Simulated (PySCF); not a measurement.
Level of theory and proton affinities: pyrimidine

Structure: `c1cncnc1` (C4H4N2). Atom numbers as in the mapped SMILES `[cH:1]1[cH:2][n:3][cH:4][n:5][cH:6]1`. These are map numbers, not IUPAC locants.

All levels share the PBE0-D3(BJ)/def2-SVP structures and the GFN2-xTB thermal terms; only the single-point energies (PySCF) change. Values are proton affinities (298 K, kJ/mol).

Measured (NIST Chemistry WebBook): proton affinity (−ΔH) 886 kJ/mol.

| level | N3 | time |
| --- | --- | --- |
| PBE0-D3(BJ)/pcseg-1 | 889 | 11 s |
| CAM-B3LYP-D3(BJ)/def2-TZVP | 895 | 40 s |
| PBE0-D3(BJ)/ma-def2-SVP | 896 | 15 s |
| PBE0-D3(BJ)/6-311+G** | 897 | 21 s |
| BP86-D3(BJ)/def2-TZVP | 898 | 67 s |
| r2SCAN-D3(BJ)/def2-TZVP (grid 3) | 899 | 97 s |
| PBE0-D3(BJ)/6-311++G(2d,2p) | 900 | 30 s |
| PBE0-D3(BJ)/def2-TZVP | 902 | – |
| B3LYP-D3(BJ)/def2-TZVP | 902 | 33 s |
| PBE0-D3(BJ)/def2-TZVPP | 904 | 41 s |
| PBE0-D3(BJ)/cc-pVTZ | 906 | 40 s |
| TPSSh-D3(BJ)/def2-TZVP (grid 3) | 908 | 72 s |
| OPBE/def2-TZVP | 913 | 65 s |
| HF/def2-TZVP | 918 | 11 s |

Times are wall times for all single points of a level on 1 thread of Arm Neoverse N1, a shared host; the dash marks the run that also made the structures. BP86, OPBE, r2SCAN ran on a slower path of this set-up, which computes the density-fitting integrals anew in every SCF cycle while the other levels store them. So the times needn't show the usual order of cost, and those levels read slower than they are.

Hartree-Fock leaves out electron correlation, so its proton affinities can be off by tens of kJ/mol.

The spread: 29 kJ/mol, from 889 to 918.
